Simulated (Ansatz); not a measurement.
Input file:

```yaml
crystal:
  periodic: [false, false, false]
  atoms:
    - {symbol: C, position_ang: [0.000000, 0.000000, 1.427300]}
    - {symbol: B, position_ang: [0.000000, 0.000000, -0.109700]}
    - {symbol: O, position_ang: [0.000000, 0.000000, -1.317600]}
basis:
  gaussian: {orbitals: cc-pVTZ}
magnetization: {spin_polarized: true, initial_magnetization: 1}
hamiltonian: {xc: hf}
output: {orbitals: {seedname: orbitals}}
```

```sh
$ ansatz run in.yaml --threads 1 --pin off --events-out ev --progress --plain --max-ram 2816MiB --backend cpu
```

The program prints:

```
686 factors; their error is unknown
mean field evaluation 1: about -3732.0065 eV, gradient 3.2e1 eV
mean field evaluation 2: about -3732.9012 eV, gradient 3.3e1 eV
mean field evaluation 4: about -3736.9563 eV, gradient 7.9e-1 eV
mean field evaluation 8: about -3736.9656 eV, gradient 1.0e-1 eV
mean field evaluation 16: about -3737.1218 eV, gradient 1.0e0 eV
mean field evaluation 32: about -3736.9932 eV, gradient 1.2e-4 eV
mean field evaluation 64: about -3736.9272 eV, gradient 2.2e0 eV
mean field evaluation 96: about -3736.8760 eV, gradient 3.2e0 eV
mean field evaluation 128: about -3736.9932 eV, gradient 3.6e-4 eV
mean field evaluation 160: about -3736.8553 eV, gradient 4.1e0 eV
mean field -3737.30529206 eV, -137.3434362467 hartree, gradient 2.5e-5 eV, S^2 1.361494; 4 other end points of the search recorded, 0 dependent functions left out
reference -3737.30529206 eV, -137.3434362467 hartree; 10, 9 occupied and 80, 81 virtual orbitals, 686 factors
Total energy: -3737.30529206 eV, -137.3434362467 hartree
```

Ran on 1 thread of AMD EPYC 7R13, shared host: 2.4 s wall, 0.24 GiB peak host memory.
